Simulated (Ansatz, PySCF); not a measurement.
This Ansatz (an electronic-structure program) input computes a CCSD(T)/cc-pVDZ energy:

Ansatz 0.2 input:
```yaml
crystal:
  periodic: [false, false, false]
  atoms:
    - {symbol: N, position_ang: [0.00073453, -0.00649234, 0.32080948]}
    - {symbol: O, position_ang: [0.02743334, 1.09989995, -0.11821611]}
    - {symbol: O, position_ang: [-0.02807606, -1.09421916, -0.16249219]}
basis:
  gaussian:
    orbitals: cc-pVDZ
magnetization: {spin_polarized: true, initial_magnetization: 1}
correlation: {method: ccsd_t, electrons: outside_noble_gas}
```

Write an input for the same energy in PySCF and say what it gives.


```python
from pyscf import gto, scf, mp, cc as ccmod

mol = gto.M(
    atom='''
    N     0.00073453   -0.00649234    0.32080948
    O     0.02743334    1.09989995   -0.11821611
    O    -0.02807606   -1.09421916   -0.16249219
    ''',
    basis='cc-pvdz',
    charge=0,
    spin=1,
    verbose=4,
)

mf = scf.UHF(mol)
mf.conv_tol = 1e-10
mf.max_cycle = 100
mf.kernel()
mo, _, stable, _ = mf.stability(return_status=True)
if not stable:
    mf.kernel(mf.make_rdm1(mo, mf.mo_occ))
mp2 = mp.MP2(mf, frozen=3).run()
cc = ccmod.CCSD(mf, frozen=3)
cc.max_cycle = 100
cc.kernel()
et = cc.ccsd_t()
print(f'E(CCSD(T)) = {cc.e_tot + et:.9f}')
```
It gives -204.60367 Eh, and Ansatz -204.60367 Eh, a difference of 0.00 mEh.

It need not be the lowest isomer of its formula.
